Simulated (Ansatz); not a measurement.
Geometry optimisation, RKS CAM-B3LYP-D4/def2-SVP (Ansatz).

input.yaml

```yaml
crystal:
  periodic: [false, false, false]
  atoms:
    - { symbol: C, position_ang: [-1.3224, -0.2333, 0.8955] }
    - { symbol: C, position_ang: [0.0343, 0.1158, 0.3759] }
    - { symbol: "N", position_ang: [0.8011, -1.1149, 0.4016] }
    - { symbol: C, position_ang: [0.0449, 0.7386, -1.0409] }
    - { symbol: S, position_ang: [1.6211, 1.1222, -1.7233] }
    - { symbol: H, position_ang: [-1.983, 0.7358, 0.8962] }
    - { symbol: H, position_ang: [-1.8486, -0.9226, 0.2518] }
    - { symbol: H, position_ang: [-1.3063, -0.5672, 1.8984] }
    - { symbol: H, position_ang: [0.4992, 0.8617, 1.1028] }
    - { symbol: H, position_ang: [1.127, -1.32222, -0.5718] }
    - { symbol: H, position_ang: [0.15331, -1.92407, 0.59155] }
    - { symbol: H, position_ang: [-0.5019, 0.0496, -1.7186] }
    - { symbol: H, position_ang: [-0.6621, 1.6808, -1.0305] }
    - { symbol: H, position_ang: [1.9692, -0.1307, -1.8909] }
basis:
  gaussian: { orbitals: def2-SVP }
hamiltonian:
  xc: cam_b3lyp
  dispersion: d4
relax:
  f_tol: 0.015
  max_steps: 40
```

Command:

```bash
$ ansatz run input.yaml --threads 2 --pin off --max-ram 3072MiB --backend cpu --events-out ev --progress --plain --runs-dir out
```

Q: Where does it end, and by what steps?

A: It converged. After 12 steps the energy has fallen by 0.721 eV; H10 moved furthest, 0.94 Å.

| step | energy less start (eV) | largest force component (eV/Å) | accepted |
| --- | --- | --- | --- |
| 0 | 0.0000 | 3.713 | yes |
| 1 | -0.4668 | 1.103 | yes |
| 2 | -0.5283 | 0.237 | yes |
| 3 | -0.5666 | 0.238 | yes |
| 4 | -0.6065 | 0.709 | yes |
| 5 | -0.6717 | 0.344 | yes |
| 6 | -0.7032 | 0.306 | yes |
| 7 | -0.7122 | 0.176 | yes |
| 8 | -0.7194 | 0.073 | yes |
| 9 | -0.7206 | 0.038 | yes |
| 10 | -0.7209 | 0.022 | yes |
| 11 | -0.7211 | 0.019 | yes |
| 12 | -0.7211 | 0.006 | yes |

```xyz
14
Properties=species:S:1:pos:R:3
C -1.414 -0.135 0.926
C -0.004 0.055 0.381
N 0.715 -1.204 0.451
C -0.062 0.685 -1.018
S 1.561 1.020 -1.776
H -1.970 0.814 0.949
H -1.982 -0.841 0.298
H -1.373 -0.546 1.944
H 0.532 0.765 1.033
H 1.681 -1.085 0.154
H 0.288 -1.902 -0.159
H -0.658 0.057 -1.700
H -0.559 1.665 -0.973
H 1.869 -0.258 -2.073
```

Time of the run: 56 s on 2 threads of Arm Neoverse V1, with other jobs on the host, peak memory 0.35 GiB.
